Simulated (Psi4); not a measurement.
Reaction (SMILES): [C](Cl)Cl (closed-shell singlet) + 3 [H][H] (H2) → C (CH4) + 2 Cl (HCl)
B3LYP-D3(BJ)/def2-TZVP geometries, fixed; electronic energies without zero-point terms.
Largest species:
```
C
H 1 1.0892
H 1 1.0892 2 109.47
H 1 1.0892 2 109.47 3 120.00
H 1 1.0892 2 109.47 3 -120.00
```

Basis-set convergence of the energy of full hydrogenation at HF with Psi4. Cartesian d functions, on some or all atoms, in 6-31G*, 6-31+G*; all else is spherical. Density fitting with the program's default auxiliary sets. Psi4's default fitting sets serve the pcseg sets less well. No added dispersion term, no relativity. Functions are those of the species that has most. Reference: the value in aug-cc-pV(Q+d)Z, -138.36 kcal/mol, itself unsure by roughly 0.16 kcal/mol (its mean distance from def2-QZVPPD, def2-QZVPP, cc-pV(Q+d)Z). Deviations are taken from unrounded values.

```csv
basis,functions,energy of full hydrogenation (kcal/mol),minus reference (kcal/mol)
STO-3G,23,-140.08,-1.72
3-21G,35,-158.96,-20.60
6-31G,35,-154.49,-16.13
pcseg-0,35,-166.94,-28.58
6-31G*,53,-139.84,-1.48
6-31+G*,65,-139.29,-0.93
aug-pcseg-1,77,-143.70,-5.34
6-311+G**,82,-141.84,-3.47
aug-cc-pV(D+d)Z,87,-141.97,-3.61
"6-311++G(2d,2p)",97,-141.38,-3.02
def2-TZVP,105,-137.38,0.98
def2-TZVPD,129,-137.91,0.45
aug-pcseg-2,146,-139.07,-0.71
aug-cc-pV(T+d)Z,156,-138.80,-0.44
cc-pV(Q+d)Z,183,-138.50,-0.14
pcseg-3,192,-138.89,-0.53
def2-QZVPP,197,-138.56,-0.20
def2-QZVPPD,221,-138.49,-0.13
```
